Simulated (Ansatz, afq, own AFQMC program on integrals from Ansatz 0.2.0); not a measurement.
AFQMC on a folder of integrals that Ansatz 0.2.0 wrote.

```yaml
crystal:
  periodic: [false, false, false]
  atoms:
    - {symbol: Sb, position_ang: [0.000036, -0.000016, -0.012964]}
    - {symbol: H, position_ang: [1.587283, 0.013487, 0.526454]}
    - {symbol: H, position_ang: [-0.806950, 1.370107, 0.518114]}
    - {symbol: H, position_ang: [-0.784704, -1.381681, 0.521537]}
basis:
  gaussian: {orbitals: def2-SVP}
total_charge: 1
magnetization: {spin_polarized: true, initial_magnetization: 1}
correlation: {method: ccsd_t, electrons: outside_noble_gas, hamiltonian_folder: ham}
```

```sh
$ ansatz run in.yaml --threads 1 --pin off --events-out ev --progress --plain --max-ram 1843MiB
```

Options of the walk:

```
--method free --trial cisd --walkers 60 --time-step 0.03 --max-blocks 80 --target-error 0.00032 --factor-cut 1e-05 --seed 7739 --times 0,0.3,0.6,1.2,1.8,2.4,3.6,4.8,6 --taylor-order 8
```

Times are imaginary, in 1/Eh. The walk had a cap of 638 s. Filled inner d shells are frozen with the cores. Core potentials past Kr, no spin–orbit coupling.

Log:

```
orbitals 32  electrons 4 3  factors 263 of 487
reference energy -240.66638112 Eh
CCSD correlation -0.11082173 Eh in 10 cycles, weight of the determinant in the CISD state 0.9285
repeat  energy at the last time / Eh  error
    10  -240.780375  0.000468
    20  -240.780199  0.000288
    30  -240.780363  0.000228
time / (1/Eh)  energy / Eh  error  mean overlap
  0.00  -240.777255  0.000059  1.0780
  0.30  -240.778572  0.000090  1.0747
  0.60  -240.779178  0.000105  1.0824
  1.20  -240.779856  0.000089  1.0821
  1.80  -240.780078  0.000131  1.0847
  2.40  -240.779953  0.000116  1.0899
  3.60  -240.780113  0.000206  1.1008
  4.80  -240.779612  0.000147  1.1360
  6.00  -240.780270  0.000237  1.1341
energy -240.780270 +/- 0.000237 Eh
```

The run passed its tests (error under three times the target), which doesn't prove that it has relaxed.

Against this walk (error 6.4 meV) on the same determinant: CCSD(T) 23.5 meV higher, CCSDT(Q) 4.6 meV higher (within the noise). The error is statistical, and a free projection of finite length keeps a remainder of its start. The last points scatter (meV from the last: 5 ± 4 at 1.80, 9 ± 3 at 2.40, 4 ± 6 at 3.60, 18 ± 4 at 4.80, 0 ± 6 at 6.00); the last is the one printed as the energy, and the gaps above move with that scatter.

Cautions: remainder of the start not in the error; no spin-orbit coupling; inner d shell frozen.

The walk took 120 s on 1 thread of Arm Neoverse N1, with other jobs on the host. The log's last line is the free-projection energy.

CCSDT and higher add their correlation energy to the determinant of the CCSD(T) run, since their own runs factorise the integrals more tightly (a shift of under 2 meV). A walk keeps the symmetry of its determinant, which the program's search chose and which needn't be the lowest solution, so a lower state of the same spin and another symmetry isn't excluded.
